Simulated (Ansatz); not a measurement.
Species: C4H3N2, charge 0, multiplicity 2. It need not be the lowest isomer of its formula. 
Geometry from a B3LYP-D3(BJ)/def2-TZVP (Ansatz, a first-principles code) optimisation:
SMILES: [c]1cnccn1
```xyz
9

C      0.9058    -1.0165    -0.0294
C      1.3400     0.3104    -0.0650
N      0.4288     1.2779    -0.0348
C     -0.8580     0.9288     0.0282
C     -1.2596    -0.3985     0.0623
N     -0.3238    -1.3601     0.0309
H      2.3832     0.5905    -0.1160
H     -1.5871     1.7302     0.0521
H     -2.3009    -0.6904     0.1134
```
Charge 0, spin multiplicity 2.

Total electronic energies in hartree. Correlated levels leave the core frozen unless marked. UHF or UKS for open shells. Spin-orbit coupling is left out. Non-relativistic. CBS marks a two-point X^-3 extrapolation of the correlation energy; Hartree-Fock from the larger set. [CCSD(T)-MP2]/basis is that difference in the basis named. The program attaches cautions to a run behind CCSD/STO-3G: large difference.

The UHF reference is spin-contaminated (<S^2> 0.63 over the pure value in the largest basis). The T1 diagnostic of CCSD in the largest basis is 0.052, which is high, so the coupled-cluster rows are less sure than usual.

```json
[
 {"level": "HF/cc-pVTZ", "program": "Ansatz", "energy (Eh)": "-262.13040"},
 {"level": "HF/cc-pVQZ", "program": "Ansatz", "energy (Eh)": "-262.14768"},
 {"level": "revPBE-D4/def2-TZVPD", "program": "Ansatz + dftd4", "energy (Eh)": "-263.70175"},
 {"level": "PBE0/STO-3G", "program": "Ansatz", "energy (Eh)": "-260.00715"},
 {"level": "PBE0-D4/def2-TZVPD", "program": "Ansatz + dftd4", "energy (Eh)": "-263.43383"},
 {"level": "PBE0/def2-TZVPD", "program": "Ansatz", "energy (Eh)": "-263.42703"},
 {"level": "BHLYP-D3(BJ)/def2-TZVPD", "program": "Ansatz + dftd3", "energy (Eh)": "-263.58606"},
 {"level": "BHLYP/def2-TZVPD", "program": "Ansatz", "energy (Eh)": "-263.57501"},
 {"level": "r2SCANh-D4/def2-TZVPD", "program": "Ansatz + dftd4", "energy (Eh)": "-263.57755"},
 {"level": "HSE06-D3(BJ)/def2-TZVPD", "program": "Ansatz + dftd3", "energy (Eh)": "-263.41863"},
 {"level": "CAM-B3LYP-D3(BJ)/def2-TZVPD", "program": "Ansatz + dftd3", "energy (Eh)": "-263.60733"},
 {"level": "CAM-B3LYP-D4/def2-TZVPD", "program": "Ansatz + dftd4", "energy (Eh)": "-263.60799"},
 {"level": "wB97X-V/def2-TZVPD", "program": "Ansatz", "energy (Eh)": "-263.64999"},
 {"level": "B2PLYP-D4/def2-TZVPD", "program": "Ansatz + dftd4", "energy (Eh)": "-263.52552"},
 {"level": "MP2/6-31G*", "program": "Ansatz", "energy (Eh)": "-262.78683"},
 {"level": "SCS-MP2/cc-pwCVTZ", "program": "Ansatz", "energy (Eh)": "-263.04785"},
 {"level": "SCS-MP2/cc-pVQZ", "program": "Ansatz", "energy (Eh)": "-263.11557"},
 {"level": "CCSD/STO-3G", "program": "Ansatz", "energy (Eh)": "-259.11143"},
 {"level": "CCSD/cc-pVTZ", "program": "Ansatz", "energy (Eh)": "-263.11330"},
 {"level": "CCSD/cc-pwCVTZ", "program": "Ansatz", "energy (Eh)": "-263.12799"},
 {"level": "CCSD(T)/cc-pwCVTZ", "program": "Ansatz", "energy (Eh)": "-263.18575"},
 {"level": "RI-MP2/CBS(cc-pVTZ,cc-pVQZ)+[CCSD(T)-MP2]/cc-pVDZ", "program": "Ansatz", "energy (Eh)": "-263.2910"},
 {"level": "CCSD(T)/CBS(cc-pVTZ,cc-pVQZ)", "program": "Ansatz", "energy (Eh)": "-263.2870"}
]
```

Totals of different functionals don't rank their quality; only differences between species are comparable.
